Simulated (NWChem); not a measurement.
# hydrogen isocyanide (CHN); SMILES [C-]#[NH+]

Computed with NWChem. Pople sets run with spherical d functions. Each level has its own optimisation. Computed dipoles belong to the equilibrium geometry; the measured one is vibrationally averaged.

Measured dipole moment: 3.05 D (NIST CCCBDB, as tabulated in the package chemicals).

```json
[
 {"level": "Hartree-Fock/STO-3G", "dipole moment (D)": "2.46", "computed − measured": "-0.59"},
 {"level": "Hartree-Fock/3-21G", "dipole moment (D)": "2.81", "computed − measured": "-0.24"},
 {"level": "Hartree-Fock/6-31G*", "dipole moment (D)": "2.83", "computed − measured": "-0.22"},
 {"level": "B3LYP/6-31G*", "dipole moment (D)": "2.94", "computed − measured": "-0.11"},
 {"level": "LDA (Slater exchange, VWN5)/def2-SVP", "dipole moment (D)": "3.26", "computed − measured": "+0.21"},
 {"level": "PBE/def2-SVP", "dipole moment (D)": "3.15", "computed − measured": "+0.10"},
 {"level": "BLYP/def2-SVP", "dipole moment (D)": "3.13", "computed − measured": "+0.08"},
 {"level": "PBE0/def2-SVP", "dipole moment (D)": "3.14", "computed − measured": "+0.09"}
]
```
